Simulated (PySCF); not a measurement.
Computed with PySCF 2.14.0 with PBE-D3(BJ)/def2-TZVP // B3LYP-D3(BJ)/def2-SVP. All species are isolated molecules in the gas phase. Delta-SCF ions had no search for a lower state. 

Reference species (SMILES): `N` (neutral, multiplicity 1).

| Property | Result |
|---|---|
| vertical ionisation energy (Delta-SCF) | 10.98 eV |

Changed species: `COC` (free base O(CH3)2; the reference has free base NH3).

Q: What does the change do to the vertical ionisation energy (Delta-SCF)?

A: the vertical ionisation energy (Delta-SCF) falls by 1.27 eV, to 9.71 eV.
